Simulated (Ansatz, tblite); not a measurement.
Spin states of LiCl₂⁻, each relaxed with r2SCAN-D4/def2-TZVPD in Ansatz. Electronic energies in the gas phase.

The xTB rows come from tblite. Correlated methods freeze 10 core orbitals; core or outer-core shells of Li are correlated, in sets that lack core-valence functions. In the triplet, Cl2 and Cl3 lie 2.65 Å apart (atoms count from 1), so these atoms are partly bonded to each other. In the quintet geometry the species has come apart into loosely held pieces. The structure comes from a short search, and lower isomers may exist.

Singlet geometry (D∞h within 0.1 Å):

```xyz
3

Li    0.000    0.000    0.000
Cl    1.906    0.934    0.411
Cl   -1.906   -0.933   -0.411
```

Triplet geometry (C2v within 0.1 Å):

```xyz
3

Li    0.552    0.676   -0.946
Cl    0.099   -1.463   -0.112
Cl   -0.651    0.787    1.058
```

Quintet geometry (D∞h within 0.1 Å):

```xyz
3

Li    0.000    0.000    0.000
Cl    0.679    2.419   -3.309
Cl   -0.679   -2.419    3.309
```

⟨S²⟩: triplet 2.00 at PBE0-D4/def2-TZVPD (pure 2.00), quintet 6.01 at PBE0-D4/def2-TZVPD (pure 6.00).

Run but left out: GFN2-xTB (tight binding far off the other levels).

Only these spin states were relaxed. The quintet has fallen apart into loose fragments. The quintet has other bonds than the singlet, so the gap mixes isomer and spin.

| level | triplet − singlet (kJ/mol) | quintet − singlet (kJ/mol) | lowest of these | remarks |
| --- | --- | --- | --- | --- |
| HF/def2-TZVPD | 406.1 | 862.1 | singlet | HOMO above zero (quintet) |
| HF/def2-TZVPPD | 406.2 | 862.9 | singlet | HOMO above zero (quintet) |
| PBE-D4/def2-TZVPD | 389.1 | 1058.5 | singlet | HOMO above zero (quintet), HOMO above zero (triplet) |
| ωB97M-V/def2-TZVPD | 462.9 | 1124.0 | singlet | HOMO above zero (quintet), HOMO above zero (triplet) |

(1) Estimate the rows for GFN1-xTB, MP2/def2-TZVPD, MP2/def2-TZVPPD, CCSD(T)/def2-TZVPPD.

## Answers

(1) 
```json
{"level": "GFN1-xTB", "triplet − singlet (kJ/mol)": "602.8", "quintet − singlet (kJ/mol)": "1432.7", "lowest of these": "singlet", "remarks": "–"}
{"level": "MP2/def2-TZVPD", "triplet − singlet (kJ/mol)": "447.2", "quintet − singlet (kJ/mol)": "1082.5", "lowest of these": "singlet", "remarks": "HOMO above zero (quintet)"}
{"level": "MP2/def2-TZVPPD", "triplet − singlet (kJ/mol)": "449.8", "quintet − singlet (kJ/mol)": "1086.3", "lowest of these": "singlet", "remarks": "HOMO above zero (quintet)"}
{"level": "CCSD(T)/def2-TZVPPD", "triplet − singlet (kJ/mol)": "439.2", "quintet − singlet (kJ/mol)": "1056.9", "lowest of these": "singlet", "remarks": "HOMO above zero (quintet)"}
```

The xTB methods have no term that favours high spin, so they put low spin too low.
